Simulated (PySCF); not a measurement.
Choosing a molecule for a target property.

Species are written as SMILES; each is one conformer at its optimised geometry, gas phase, non-relativistic unless stated; the electronic structure was computed with PySCF and density fitting.

The conformers computed, where there is a choice (atom-mapped SMILES and torsion angles):
- `[CH3:1][N:2]([CH3:3])[SiH2:4][C:5]([NH2:6])=[O:7]`: C1–N2–Si4–C5 -162°, N2–Si4–C5–N6 38°, H–N6–C5–Si4 177°, H–N6–C5–Si4 0°
- `[CH3:1][Si:2]([CH3:3])([CH3:4])[CH2:5][PH2:6]`: C1–Si2–C5–P6 -60°, H–P6–C5–Si2 75°, H–P6–C5–Si2 167°
- `[CH3:1][CH2:2][P:3]([CH3:4])[CH2:5][SiH3:6]`: C1–C2–P3–C4 75°, C2–P3–C5–Si6 -176°
- `[CH3:1][Si@@H:2]([NH2:3])[PH2:4]`: H–N3–Si2–C1 -56°, H–N3–Si2–C1 164°, H–P4–Si2–C1 55°, H–P4–Si2–C1 -37°

The conformers of `O=C1CC[PH2+]CC1` aren't listed.

(1) Wanted: static isotropic polarisability above 90 au (CAM-B3LYP/def2-SVPD) and smallest rotational constant above 1 GHz (GFN2-xTB), at GFN2-xTB geometries. Which candidate meets both?
A. `CCP(C[SiH3])C`
B. `CN(C)[SiH2]C(N)=O`
C. `c1cncnc1`
D. `C[Si](C)(C)CP`

(2) Wanted: lowest singlet excitation between 6.4 eV and 7 eV (TDDFT CAM-B3LYP/def2-SVPD) and dipole moment below 2 D (CAM-B3LYP/def2-SVPD), at GFN2-xTB geometries. Which candidate meets both?
A. `C[Si@@H](N)P`
B. `FP(F)F`
C. `c1ncncc1`
D. `CN(C)[SiH2]C(N)=O`
E. `C[Si](CP)(C)C`

(3) Wanted: HOMO–LUMO gap below 8.9 eV (CAM-B3LYP/def2-SVPD) and electronic spatial extent ⟨r²⟩ about the centre of nuclear charge above 900 bohr² (CAM-B3LYP/def2-SVPD), at GFN2-xTB geometries. Which candidate meets both?
A. `FP(F)F`
B. `C[Si@@H](N)P`
C. `CN(C)[SiH2]C(N)=O`
D. `CCP(C)C[SiH3]`

(4) Wanted: HOMO energy below -10 eV (CAM-B3LYP/def2-SVPD) and lowest triplet excitation (Tamm–Dancoff) above 5 eV (TDA CAM-B3LYP/def2-SVPD), at GFN2-xTB geometries. Which candidate meets both?
A. `CCP(C)C[SiH3]`
B. `O=C1CC[PH2+]CC1`
C. `FP(F)F`
D. `C([SiH2]N(C)C)(=O)N`
E. `C[Si@@H](N)P`

Results:

(1) D. Computed values:
| species | static isotropic polarisability | smallest rotational constant |
| --- | --- | --- |
| c1cncnc1 | 55.1 au | 3.141 GHz |
| CN(C)[SiH2]C(N)=O | 82.6 au | 1.167 GHz |
| C[Si](C)(C)CP | 100.4 au | 1.256 GHz |
| CCP(C[SiH3])C | 103.5 au | 0.949 GHz |

(2) E. Computed values:
| species | lowest singlet excitation | dipole moment |
| --- | --- | --- |
| c1ncncc1 | 4.55 eV | 2.39 D |
| CN(C)[SiH2]C(N)=O | 4.67 eV | 4.34 D |
| C[Si@@H](N)P | 6.34 eV | 1.39 D |
| C[Si](CP)(C)C | 6.52 eV | 1.22 D |
| FP(F)F | 8.11 eV | 1.77 D |

(3) C. Computed values:
```csv
species,HOMO–LUMO gap,electronic spatial extent ⟨r²⟩ about the centre of nuclear charge
CN(C)[SiH2]C(N)=O,8.76 eV,1091 bohr²
CCP(C)C[SiH3],9.06 eV,1321 bohr²
C[Si@@H](N)P,9.43 eV,620 bohr²
FP(F)F,11.56 eV,264 bohr²
```

(4) C. Computed values:
| species | HOMO energy | lowest triplet excitation (Tamm–Dancoff) |
| --- | --- | --- |
| O=C1CC[PH2+]CC1 | -12.94 eV | 3.65 eV |
| FP(F)F | -11.34 eV | 5.92 eV |
| C[Si@@H](N)P | -8.43 eV | 5.69 eV |
| C([SiH2]N(C)C)(=O)N | -8.06 eV | 4.06 eV |
| CCP(C)C[SiH3] | -7.82 eV | 5.34 eV |
